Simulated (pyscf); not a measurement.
Thermochemistry of product channels of HO–GeH₃ + H atom (H•) on the doublet surface, in eV, from ωB97M-D3(BJ)/def2-TZVP energies (ideal gas, 1 atm, RRHO with modes under 100 cm⁻¹ raised to 100, one conformer, R ln 2 for chiral ones without a mode under 150 cm⁻¹). PySCF, gas phase, ωB97X-D3(BJ)/def2-SVP geometries.

| products | ΔE | ΔH(298 K) | ΔG(600 K) | ΔG(900 K) |
|---|---|---|---|---|
| hydroxyl (OH•) + germylene (GeH₂) [singlet] + hydrogen (H₂) | +2.47 | +2.36 | +1.46 | … |
| HO–GeH₂• + hydrogen (H₂) | -0.91 | -0.87 | -1.00 | -1.07 |
| O atom (O) [triplet] + GeH₃• + hydrogen (H₂) | +4.35 | +4.23 | +3.43 | +3.03 |
| •O–GeH₃ + hydrogen (H₂) | … | +0.48 | +0.39 | +0.36 |

**Question.** Fill in the missing entries.

**Answer.** 
- hydroxyl (OH•) + germylene (GeH₂) [singlet] + hydrogen (H₂), ΔG(900 K): +1.01
- •O–GeH₃ + hydrogen (H₂), ΔE: +0.52

These are energies of the channels, which say nothing of barriers. Left out: orbital degeneracy and the spin-orbit lowering of OH, O. Elements up to Kr have no core potential and no relativistic terms here.
